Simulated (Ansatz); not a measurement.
Working through a ranking of conformers of C₅H₆O, SMILES C=CCC=C=O

Computed with the Python package of Ansatz (0.2.0).

Run as a notebook:

**Cell 1**
```python
import ansatz as az
from rdkit import Chem
from rdkit.Chem import AllChem
```

**Cell 2**
```python
rd = Chem.AddHs(Chem.MolFromSmiles("C=CCC=C=O"))
ids = list(AllChem.EmbedMultipleConfs(rd, numConfs=20, randomSeed=280, pruneRmsThresh=0.4))
field = [energy for _, energy in AllChem.MMFFOptimizeMoleculeConfs(rd)]
distinct = {round(e, 2): i for i, e in zip(ids, field)}
chosen = sorted(distinct.items())[:3]
found = []
for force_field, index in chosen:
    system = az.Crystal.molecule()
    for atom, xyz in zip(rd.GetAtoms(), rd.GetConformer(index).GetPositions()):
        system = system.atom(atom.GetSymbol(), xyz.round(5).tolist())
    job = system.calculation()
    job = job.basis(gaussian="cc-pVDZ")
    job = job.functional("b3lyp", dispersion="d4")
    found.append(job.run().report["free_energy_ev"])
print("conformer   MMFF (kcal/mol)   this level (kJ/mol)")
for (force_field, index), e in zip(chosen, found):
    print(f"{index:9d} {force_field - chosen[0][0]:17.2f} {96.485332 * (e - min(found)):17.3f}")
```
Output:
```text
conformer   MMFF (kcal/mol)   this level (kJ/mol)
        8              0.00             0.603
        4              0.31             4.415
        7              0.50             0.000
```

Reading the output:
- The conformers keep their force-field geometries.
- b3lyp holds the VWN-RPA fit, as in Gaussian; the form of ORCA and Turbomole is b3lyp5.
- Finished in 12 s on 1 thread of Arm Neoverse V1, on a shared host, peak memory 0.34 GiB.
